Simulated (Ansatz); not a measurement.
A run for Ansatz (a quantum-chemistry and plane-wave program): R-PBE/def2-TZVPPD on H2 (SMILES [H][H]). Files ending in .json are basis or fitting sets from the Basis Set Exchange.

Ansatz 0.2 input:
```yaml
crystal:
  periodic: [false, false, false]
  atoms:
    - {symbol: H, position_ang: [0.00000000, 0.00000000, 0.00000000]}
    - {symbol: H, position_ang: [0.74187646, 0.00000000, 0.00000000]}
basis:
  gaussian:
    orbitals: def2-TZVPPD.json
hamiltonian:
  xc: {name: PBE}
scf: {lower_state_search: off}
```

Program output:

```
WARN ansatz: RAYON_NUM_THREADS=2 ignored (pool sized by the plan → 2); use --threads N
Functional definition: PBE
these checks for a lower state are left out or cut short: stability, starts, cluster_reference, orbital_swaps, neighbouring_geometries, increment
integrals: 0.00 GiB planned
118 factors; their error is unknown
mean field: 0.05 GiB planned
mean field evaluation 1: about -31.4027 eV, gradient 9.5e0 eV
mean field evaluation 2: about -31.6936 eV, gradient 3.2e0 eV
mean field evaluation 4: about -31.7353 eV, gradient 5.1e-2 eV
mean field evaluation 8: about -31.7313 eV, gradient 3.1e-3 eV
mean field -31.73127777 eV, -1.1661029498 hartree, gradient 8.1e-7 eV, S^2 0.000000; 0 other end points of the search recorded, 0 dependent functions left out
reference -31.73129862 eV, -1.1661037161 hartree; 1, 1 occupied and 33, 33 virtual orbitals, 118 factors
Total energy: -31.73129862 eV, -1.1661037161 hartree
Checks for a lower state left out: stability, starts, cluster_reference, orbital_swaps, neighbouring_geometries, increment
```

The run converged.

Cost: very roughly 0.11 core-seconds.
